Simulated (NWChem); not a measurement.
Species: dichloromethane (CH2Cl2); SMILES ClCCl

Question: Give the equilibrium geometry at PBE-D3(BJ)/def2-SVP (NWChem) as an XYZ file, with the point group.

Answer: point group C2v; any orientation.
```
5

Cl     1.4943     0.0000     0.2120
C      0.0000     0.0000    -0.7637
Cl    -1.4943     0.0000     0.2120
H      0.0000     0.9097    -1.3902
H      0.0000    -0.9097    -1.3902
```
